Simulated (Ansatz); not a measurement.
Relaxation of AlH₄N (6 atoms, charge 0, multiplicity 1), to a largest force component of 0.02 eV/Å in at most 40 steps.

All numbers below come from RKS r2SCAN/def2-SVP in Ansatz 0.2.0.

```xyz
6
Properties=species:S:1:pos:R:3
Al 0.000 0.000 0.000
H 0.000 0.000 1.560
H 1.351 0.000 -0.780
N -1.663 0.000 -0.960
H -2.332 -0.816 -0.861
H -1.912 0.816 -1.589
```

Q: Where does it end, and by what steps?

A: The run converged. After 5 steps the energy has fallen by 0.747 eV; H5 moved furthest, 0.68 Å.

| step | energy less start (eV) | largest force component (eV/Å) | accepted |
| --- | --- | --- | --- |
| 0 | 0.0000 | 2.201 | yes |
| 1 | -0.3941 | 1.118 | yes |
| 2 | -0.6114 | 0.647 | yes |
| 3 | -0.7313 | 0.221 | yes |
| 4 | -0.7464 | 0.088 | yes |
| 5 | -0.7467 | 0.009 | yes |

```xyz
6
Properties=species:S:1:pos:R:3
Al -0.035 0.000 -0.020
H -0.065 -0.424 1.509
H 1.274 0.424 -0.810
N -1.571 0.000 -0.907
H -2.475 -0.251 -0.516
H -1.685 0.252 -1.885
```

The run took 13 s on 1 thread of Arm Neoverse V2, with other jobs on the host, peak memory 0.12 GiB.
